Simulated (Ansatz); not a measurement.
Input file:

```yaml
crystal:
  periodic: [false, false, false]
  atoms:
    - {symbol: Br, position_ang: [0.000000, 0.000000, 0.000000]}
    - {symbol: H, position_ang: [0.000000, 0.000000, 1.420600]}
basis:
  gaussian: {orbitals: cc-pVDZ, fitting: {mean_field: def2-universal-jkfit}}
magnetization: {spin_polarized: false}
correlation: {method: bccd_t, electrons: valence}
output: {forces: true}
```

```sh
$ ansatz run in.yaml --threads 1 --pin off --events-out ev --progress --plain --max-ram 2393MiB
```

Q: Roughly how long does this take on 1 thread of Arm Neoverse V1, shared host, and how much host memory?

A: 0.57 s wall and 0.08 GiB.

```
284 factors; integrals over basis functions are off by at most 3.4e-1 eV
mean field evaluation 1: about -70013.7018 eV, gradient 9.5e0 eV
mean field evaluation 2: about -70014.0497 eV, gradient 3.2e0 eV
mean field evaluation 4: about -70014.0848 eV, gradient 1.6e-1 eV
mean field evaluation 8: about -70014.0498 eV, gradient 3.2e0 eV
mean field -70014.08500248 eV, -2572.9701665899 hartree, gradient 5.7e-7 eV, S^2 0.000000; 0 other end points of the search recorded, 0 dependent functions left out
9 core orbitals not correlated: weight in the atoms' cores, before any rotation towards them, 1.000 or more for the frozen orbitals, at most 0.000 for the correlated occupied ones
reference -70014.08500248 eV, -2572.9701665899 hartree; 9, 9 occupied and 14, 14 virtual orbitals, 284 factors
second order -3.78234765 eV of doubles, -0.00000000 eV of singles
cycle   1  -4.06759845 eV  change   -2.9e-1 eV  update   3.4e-2
cycle   2  -4.15327246 eV  change   -8.6e-2 eV  update   1.1e-2
cycle   3  -4.15696506 eV  change   -3.7e-3 eV  update   2.2e-3
cycle   4  -4.15725951 eV  change   -2.9e-4 eV  update   5.1e-4
cycle   5  -4.15718580 eV  change    7.4e-5 eV  update   1.3e-4
cycle   6  -4.15715393 eV  change    3.2e-5 eV  update   3.3e-5
cycle   7  -4.15715638 eV  change   -2.5e-6 eV  update   9.5e-6
cycle   8  -4.15715611 eV  change    2.7e-7 eV  update   2.0e-6
perturbative correction -0.06710052 eV, -0.0024658987 hartree
the calculation of the forces begins
Total energy: -70018.30925911 eV, -2573.1254051578 hartree
Atom 0 at     0.000000     0.000000     0.000000 Å, force     0.000000     0.000000    -0.091012 eV/Å
Atom 1 at     0.000000     0.000000     1.420600 Å, force    -0.000000    -0.000000     0.091012 eV/Å
Dipole moment:     0.000000     0.000000     0.216280 e Å
```

Forces (eV/Å):
```
Br   0.000  0.000 -0.091
H    0.000  0.000  0.091
```
